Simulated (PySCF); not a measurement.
Compound: C4H4P (charge -1).
Bonds: C1–C2 (aromatic), C2–C3 (aromatic), C3–P4 (aromatic), P4–C5 (aromatic), C1–C5 (aromatic). Hydrogens: H6 on C1; H7 on C2; H8 on C3; H9 on C5.
Bond orders are those of one Lewis drawing.

Computed by this run: PBE0-D3(BJ)/def2-SVP geometry optimisation, gas phase (PySCF); density fitting, grid level 1; the optimiser is geomeTRIC in internal coordinates, started from a GFN2-xTB structure.

Step 0: E = -13487.6574 eV
```
atom  x, y, z in Å  |  force x, y, z in eV/Å
C1     -0.7389   -0.6487   -0.0488   -0.355  -0.564  -0.034
C2      0.6563   -0.7350   -0.0478    0.290  -0.601  -0.039
C3      1.2609    0.5000    0.0356    0.519   0.636   0.046
P4      0.1132    1.8118    0.1152    0.039   0.639   0.040
C5     -1.1869    0.6512    0.0341   -0.428   0.685   0.041
H6     -1.3985   -1.5099   -0.1074   -0.213  -0.353  -0.025
H7      1.2053   -1.6708   -0.1063    0.163  -0.372  -0.023
H8      2.3320    0.6629    0.0517    0.474  -0.066  -0.003
H9     -2.2297    0.9445    0.0485   -0.489  -0.004  -0.003
```

**Question.** Estimate the geometry and energy of step 1. (The exact step hangs on the optimiser's Hessian estimate; all steps are aligned on step 0, rigid shifts and turns removed.)

**Answer.** E = -13487.7128 eV, largest force 0.161 eV/Å
```
atom  x, y, z in Å  |  force x, y, z in eV/Å
C1     -0.7470   -0.6481   -0.0484   -0.027  -0.060  -0.004
C2      0.6646   -0.7352   -0.0477    0.021  -0.063  -0.002
C3      1.2827    0.5153    0.0370    0.038  -0.033  -0.003
P4      0.1143    1.8304    0.1165    0.010   0.160   0.009
C5     -1.2065    0.6688    0.0352   -0.046  -0.031  -0.003
H6     -1.4043   -1.5260   -0.1088    0.011   0.013   0.001
H7      1.2087   -1.6874   -0.1073   -0.008   0.015   0.001
H8      2.3707    0.6508    0.0506   -0.028   0.002   0.000
H9     -2.2696    0.9374    0.0477    0.029  -0.003   0.000
```

The energy changes by -0.0554 eV. The first-order estimate −F·Δx gives -0.1110 eV and the mean of the old and new forces, exact on a quadratic surface, -0.0561 eV. The step makes an angle of 38° with the force vector and moves no atom by more than 0.041 Å.

The cost below is that of the whole optimisation. Hardware: Intel Xeon 6975P-C, one thread, no GPU (shared host). Cost: 7.8 s wall, 0.45 GiB resident at most.
